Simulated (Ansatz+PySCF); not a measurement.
## singlet CF2: levels of theory in one basis

```xyz
3

C     0.0013    0.0215   -0.6362
F     0.0176    0.9786    0.1847
F     0.0028   -1.0591    0.1617
```

Basis set: def2-SVP (spherical functions). Correlated methods keep 3 orbitals frozen. Charge 0, multiplicity 1.

Computed with Ansatz (development build ahead of 0.2.0); each method stands on the lowest determinant of its kind that the runs found. NEVPT2 correlates all electrons. Active spaces start from the frontier orbitals, and the lowest solution found is given.

```json
{"method": "RHF", "E − E(RHF) (eV)": "0.00", "<S²> of the determinant": "0.00"}
{"method": "UHF", "E − E(RHF) (eV)": "-0.01", "<S²> of the determinant": "0.12"}
{"method": "RHF-MP2", "E − E(RHF) (eV)": "-13.02", "<S²> of the determinant": "–"}
{"method": "UHF-MP2", "E − E(RHF) (eV)": "-12.91", "<S²> of the determinant": "0.12"}
{"method": "RHF-CCSD", "E − E(RHF) (eV)": "-13.41", "<S²> of the determinant": "–"}
{"method": "UHF-CCSD", "E − E(RHF) (eV)": "-13.40", "<S²> of the determinant": "0.12"}
{"method": "RHF-CCSD(T)", "E − E(RHF) (eV)": "-13.73", "<S²> of the determinant": "–"}
{"method": "UHF-CCSD(T)", "E − E(RHF) (eV)": "-13.72", "<S²> of the determinant": "0.12"}
{"method": "SC-NEVPT2(2,2)", "E − E(RHF) (eV)": "-13.06", "<S²> of the determinant": "–"}
```

Task: What does CASSCF(2,2) give on the same scale?

Result: -0.54 eV.

Task: Is a single determinant a sound starting point here?

Result: Only with care. Unrestricted orbitals gain 0.01 eV and <S²> is 0.12 against 0.00 for a pure state, so spin symmetry breaks but gains little energy; restricted orbitals can still serve. The CASSCF(2,2) natural occupations are 1.94, 0.06.

Caution for UHF, UHF-MP2, UHF-CCSD, UHF-CCSD(T): the unrestricted determinant is spin contaminated; the determinant breaks the point group. Caution for UHF-MP2: another reference gives a lower total.
